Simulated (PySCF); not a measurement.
This PySCF input asks for the NMR shieldings of SMILES OBF, BFH2O; the geometry comes from PBE0-D3(BJ)/def2-SVP.

```python
import basis_set_exchange as bse
import numpy as np
from pyscf import gto, dft
from pyscf.prop import nmr

atoms = """
O     0.880339   -0.471478   -0.027197
B    -0.381178   -0.010656   -0.019930
F    -1.354442   -0.898497   -0.135691
H     1.536101    0.225380    0.064984
H    -0.663580    1.160951    0.083464
"""
names = dict.fromkeys(["O", "B", "F", "H"], "pcSseg-2")
basis = {el: gto.basis.parse(bse.get_basis(n, elements=[el], fmt="nwchem")) for el, n in names.items()}
mol = gto.M(atom=atoms, basis=basis, charge=0, verbose=0)
mf = dft.RKS(mol, xc="HYB_GGA_XC_B97_2")
mf.grids.level = 2
mf.grids.alignment = dft.numint.BLKSIZE   # the property module wants whole blocks of grid points
mf.conv_tol = 1e-9
mf.kernel()

calc = nmr.RKS(mf)   # GIAO
C = mf.mo_coeff
Co = C[:, mf.mo_occ > 0]
resp = mf.gen_response(singlet=True, hermi=2)
def vind(x):   # induced exchange potential for any number of trial vectors
    d = np.einsum("pi,xij,qj->xpq", C, 2 * x.reshape(-1, C.shape[1], Co.shape[1]), Co, optimize=True)
    return np.einsum("xpq,pi,qj->xij", resp(d - d.transpose(0, 2, 1)), C, Co, optimize=True).ravel()
mo1, _ = nmr.rhf.solve_mo1(calc, with_cphf=vind)
sigma = calc.kernel(mo1)
for i, s in enumerate(sigma):   # ppm
    print("%2d %-2s %9.2f" % (i, mol.atom_pure_symbol(i), np.trace(s) / 3))
```

**Question.** What are the results?

**Answer.** 
```
 0 O     182.87
 1 B      76.06
 2 F     261.17
 3 H      26.84
 4 H      26.81
```

These numbers come from an equivalent density-fitted implementation of the same equations, which agrees with the script to about 0.01 ppm for H and up to a few tenths of a ppm for heavy atoms, so last digits may differ.

**Question.** Turn these shieldings into chemical shifts. Shifts are taken against calculated references (same method and geometry level): H2O for $^{17}$O (σ = 326.24 ppm); $^{11}$B (σ = 100.12 ppm) against BF3·OEt2; $^{19}$F (σ = 177.41 ppm) vs CFCl3; $^{1}$H (σ = 31.36 ppm) vs TMS.

**Answer.** Averaging equivalent atoms: O 0: 143.4; B 1: 24.1; F 2: -83.8; H 4: 4.55; H 3: 4.52 ppm. Unscaled 19F shifts against computed CFCl3 carry errors that often reach 10 to 50 ppm. Experimental scales use liquid or dissolved standards, which lie at an offset from isolated H2O (liquid H2O: subtract about 36 ppm).

Size and cost of the density-fitted run: 136 basis functions, 6.2 s wall time on 1 thread of an Arm Neoverse N1, shared host.
